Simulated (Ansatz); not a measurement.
C₅H₁₀ (`C=C(C)CC`), relaxed with RKS PBE-D4/def2-SVP in the Gaussian-basis code of Ansatz from a rough embedded geometry. The force threshold is 0.03 eV/Å; the program also tests the step.

Charge 0, multiplicity 1.

Start:

```xyz
15

C     0.507    0.912    1.577
C     0.406    0.468    0.322
C     1.609    0.162   -0.577
C    -1.028    0.252   -0.269
C    -1.350   -1.165   -0.512
H    -0.266    1.123    2.229
H     1.538    1.017    2.022
H     2.508    0.342   -0.066
H     1.584   -0.900   -0.790
H     1.524    0.760   -1.458
H    -1.723    0.777    0.382
H    -1.029    0.828   -1.214
H    -1.248   -1.724    0.440
H    -2.343   -1.218   -0.866
H    -0.689   -1.633   -1.219
```

Problem. How much energy does the relaxation release, and in how many steps? (Estimate.)

Solution. Computed: 47.60 kJ/mol, in 6 steps.

Problem. Which bonds change most? (An estimate is asked.)

Solution. Ansatz gave: C1–H6 from 1.033 to 1.102 Å; C4–C5 from 1.473 to 1.537 Å; C3–H8 from 1.050 to 1.107 Å; C5–H14 from 1.056 to 1.109 Å.

Problem. Give the relaxed structure. (Estimate.)

Solution. The calculation gave: 
```xyz
15

C     0.570    0.940    1.603
C     0.400    0.488    0.343
C     1.568    0.145   -0.545
C    -0.983    0.290   -0.246
C    -1.345   -1.178   -0.521
H    -0.291    1.188    2.244
H     1.575    1.077    2.035
H     2.537    0.332   -0.043
H     1.543   -0.923   -0.851
H     1.541    0.735   -1.487
H    -1.735    0.734    0.439
H    -1.053    0.863   -1.199
H    -1.305   -1.777    0.413
H    -2.369   -1.264   -0.938
H    -0.653   -1.649   -1.248
```
